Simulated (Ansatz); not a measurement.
**AlH2O−: functionals against CCSD(T) at one geometry**

The task here is to estimate one member of a computed series from the others.

Computed with Ansatz 0.2.0, Gaussian basis. Level: single points in def2-TZVPPD.

Correlated methods freeze the cores.

## The system as given

SMILES `[O-][AlH2]`, 4 atoms, charge -1, spin multiplicity 1.

Atoms are counted from 1 here; the program's logs count them from 0.

Bond lengths: O1–Al2 1.577 Å, Al2–H3 1.624 Å, Al2–H4 1.546 Å. Angles: O1–Al2–H3 127.5°, O1–Al2–H4 129.8°, H3–Al2–H4 102.7°.

As a file:

| atom | x (Å) | y (Å) | z (Å) |
| --- | --- | --- | --- |
| O1 | 0.0702 | -0.8365 | 1.4729 |
| Al2 | 0.0292 | -0.0413 | 0.1113 |
| H3 | -1.0108 | -0.2421 | -1.1194 |
| H4 | 0.9423 | 1.0983 | -0.3968 |

The first run:

run/in.yaml reads:

```yaml
crystal:
  periodic: [false, false, false]
  atoms:
    - {symbol: O, position_ang: [0.070200, -0.836500, 1.472900]}
    - {symbol: Al, position_ang: [0.029200, -0.041300, 0.111300]}
    - {symbol: H, position_ang: [-1.010800, -0.242100, -1.119400]}
    - {symbol: H, position_ang: [0.942300, 1.098300, -0.396800]}
basis:
  gaussian: {orbitals: "def2-TZVPPD.json"}
total_charge: -1
correlation: {method: ccsd_t}
output: {forces: true}
```

The basis file named in the input lies beside it (Basis Set Exchange, JSON).

No record of the launch command was kept for these runs.

Steps of the session up to this table: CCSD(T)/def2-TZVPPD; PBE0-D4/def2-TZVPPD; wB97M-V/def2-TZVPPD; r2SCAN-D4/def2-TZVPPD; PBE-D4/def2-TZVPPD; SPW92/def2-TZVPPD; wB97X-V/def2-TZVPPD.

One of the session's tables, all rows but one given; the rest of the session is left out.

| method | RMS force component (eV/Å) | angle to CCSD(T) forces (°) |
| --- | --- | --- |
| CCSD(T) | 1.251 | reference |
| PBE0-D4 | 1.039 | 5.2 |
| wB97M-V | 1.057 | 2.5 |
| r2SCAN-D4 | 1.117 | 3.1 |
| PBE-D4 | 1.301 | 2.5 |
| SPW92 | 1.061 | 5.4 |
| wB97X-V | ? | ? |

Estimate the missing values for wB97X-V.

**Answer.** RMS force component (eV/Å): 1.056; angle to CCSD(T) forces (°): 4.3. In the column «RMS force component (eV/Å)» it lies between PBE0-D4 (1.039) and wB97M-V (1.057).
